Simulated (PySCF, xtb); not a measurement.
chloroform (CHCl3), SMILES ClC(Cl)Cl.

GFN2-xTB (xtb 6.7.1) at its own geometry gives an orbital gap of 5.63 eV and a dipole moment of 1.20 D.

Geometry: TPSSh-D3(BJ)/def2-SVP.

Q: What does M06-2X/def2-TZVPD run with PySCF give? (Estimate from the structure and the level; the computed values follow.)

A: gap 10.00 eV (levels -10.32 and -0.32 eV), dipole 1.10 D.
